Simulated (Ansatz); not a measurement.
**Question.** Name a neutral molecule of C, F and H with HOMO energy (ωB97M-V/def2-TZVPP) between -9.10 and -8.80 eV and HOMO–LUMO gap (ωB97M-V/def2-TZVPP) between 11.85 and 12.15 eV (Ansatz, PBE0-D4/def2-TZVP geometry).

**Answer.** `C/C=C(/C)F` (-9.09 eV, 11.91 eV). Other molecules can fit too; these were computed, each in one conformer that needn't be the lowest.
